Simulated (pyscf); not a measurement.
Atom transfer: Cl–Cl + •HC=CH₂ → H₂C=CH–Cl + Cl•

Gas phase, doublet surface, charge 0. Bonds broken: Cl1–Cl2. Bonds formed: Cl1–C3. Optimised with ωB97X-D3(BJ)/def2-SVP in PySCF.

Transition state (Å):

```xyz
7

Cl     1.5676    -0.4672    -1.3030
Cl     1.8590     1.5824    -0.6172
C      0.5352    -0.8652     0.8984
C     -0.1776     0.0654     1.4778
H      0.7423    -1.9318     0.9895
H     -0.1799     1.0959     1.1019
H     -0.7851    -0.1556     2.3689
```

One imaginary mode, 1058i cm⁻¹; descent along it reached the two sides named, in the forms told below.

```
bond     change  reactant side (Å)  saddle  product side
-------  ------  -----------------  ------  ------------
Cl1–Cl2  breaks              2.020   2.181           2.8
Cl1–C3    forms                3.6   2.464         1.741
```

Electronic energies relative to the separated reactants (eV):

| level | barrier | reaction energy | reverse barrier |
|---|---|---|---|
| ωB97X-D3(BJ)/def2-TZVP | 0.66 | -1.76 | 2.42 |
| PBE/def2-TZVP | 0.17 | -1.49 | 1.66 |
| r²SCAN/def2-TZVP | 0.31 | -1.56 | 1.87 |
| B3LYP-D3(BJ)/def2-TZVP | 0.35 | -1.65 | 1.99 |
| PBE0-D3(BJ)/def2-TZVP | 0.47 | -1.67 | 2.14 |
| M06-2X/def2-TZVP | 0.67 | -1.69 | 2.36 |
| ωB97M-D3(BJ)/def2-TZVP | 0.67 | -1.71 | 2.38 |
| HF/def2-TZVP | 1.26 | -1.85 | 3.11 |

With ωB97M-D3(BJ)/def2-TZVP energies and thermal terms (ideal gas, 1 atm, RRHO with modes under 100 cm⁻¹ raised to 100, one conformer, R ln 2 for chiral ones without a mode under 150 cm⁻¹), in eV:

```tsv
T (K)	ΔH‡	ΔG‡	ΔH	ΔG
298	0.69	1.08	-1.59	-1.48
600	0.70	1.47	-1.59	-1.37
900	0.71	1.86	-1.58	-1.26
1200	0.72	2.24	-1.57	-1.16
```

On the product side the descent ends in a complex, 0.22 eV under the separated species and 2.64 eV under the saddle at ωB97X-D3(BJ)/def2-TZVP. One saddle was located; it need not be the lowest between these sides. The angle at the transferred Cl is 86°: a side-on saddle, likely not the lowest. Left out: orbital degeneracy and the spin-orbit lowering of Cl.
